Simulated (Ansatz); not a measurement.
Input file:

```yaml
crystal:
  periodic: [false, false, false]
  atoms:
    - {symbol: B, position_ang: [0.004542, -0.160005, 0.832971]}
    - {symbol: C, position_ang: [0.003709, 0.059577, -0.670683]}
    - {symbol: H, position_ang: [0.051673, 0.693670, 1.655475]}
    - {symbol: H, position_ang: [-0.051104, 1.049372, -1.136180]}
    - {symbol: H, position_ang: [-0.093488, -0.736776, -1.461693]}
basis:
  gaussian: {orbitals: 6-31G}
magnetization: {spin_polarized: true, initial_magnetization: 2}
hamiltonian: {xc: {name: B3LYP}}
correlation: {method: ccsd, electrons: outside_noble_gas}
output: {forces: true}
```

```sh
$ ansatz run in.yaml --threads 1 --pin off --events-out ev --progress --plain --max-ram 2393MiB
```

Output:

```
349 factors; integrals over basis functions are off by at most 2.6e-4 eV
mean field evaluation 1: about -1756.3026 eV, gradient 1.6e1 eV
mean field evaluation 2: about -1756.2941 eV, gradient 1.7e1 eV
mean field evaluation 4: about -1757.8033 eV, gradient 1.7e0 eV
mean field evaluation 8: about -1757.8220 eV, gradient 1.5e-2 eV
mean field -1757.82199318 eV, -64.5987667547 hartree, gradient 8.4e-6 eV, S^2 2.001741; 0 other end points of the search recorded, 0 dependent functions left out
2 core orbitals not correlated: weight in the atoms' cores, before any rotation towards them, 1.000 or more for the frozen orbitals, at most 0.000 for the correlated occupied ones
reference -1745.74630115 eV, -64.1549932579 hartree; 6, 4 occupied and 16, 18 virtual orbitals, 349 factors
second order -3.01902497 eV of doubles, -0.10954274 eV of singles
cycle   1  -3.54700276 eV  change   -4.2e-1 eV  update   4.8e-2
cycle   2  -3.72283984 eV  change   -1.8e-1 eV  update   1.9e-2
cycle   3  -3.74299004 eV  change   -2.0e-2 eV  update   5.8e-3
cycle   4  -3.74434343 eV  change   -1.4e-3 eV  update   2.1e-3
cycle   5  -3.74458225 eV  change   -2.4e-4 eV  update   7.6e-4
cycle   6  -3.74463200 eV  change   -5.0e-5 eV  update   2.2e-4
cycle   7  -3.74466757 eV  change   -3.6e-5 eV  update   7.9e-5
cycle   8  -3.74468153 eV  change   -1.4e-5 eV  update   2.9e-5
cycle   9  -3.74468150 eV  change    3.1e-8 eV  update   1.2e-5
cycle  10  -3.74468284 eV  change   -1.3e-6 eV  update   6.0e-6
cycle  11  -3.74468233 eV  change    5.0e-7 eV  update   3.0e-6
cycle  12  -3.74468215 eV  change    1.8e-7 eV  update   1.4e-6
the calculation of the forces begins
mean field evaluation 16: about -1745.7468 eV, gradient 6.7e0 eV
Total energy: -1749.49098330 eV, -64.2926077888 hartree
Atom 0 at     0.004542    -0.160005     0.832971 Å, force     0.138733    -0.511831     0.202587 eV/Å
Atom 1 at     0.003709     0.059577    -0.670683 Å, force    -0.493410    -0.504645    -1.514351 eV/Å
Atom 2 at     0.051673     0.693670     1.655475 Å, force    -0.016348     0.335673     0.388224 eV/Å
Atom 3 at    -0.051104     1.049372    -1.136180 Å, force     0.167113     0.299417     0.058188 eV/Å
Atom 4 at    -0.093488    -0.736776    -1.461693 Å, force     0.203912     0.381387     0.865352 eV/Å
Dipole moment:    -0.020786     0.096988    -0.278928 e Å
```

Forces (eV/Å):
```
B    0.139 -0.512  0.203
C   -0.493 -0.505 -1.514
H   -0.016  0.336  0.388
H    0.167  0.299  0.058
H    0.204  0.381  0.865
```

Ran on 1 thread of AMD EPYC, shared host: 6 s wall, 0.1 GiB peak host memory.
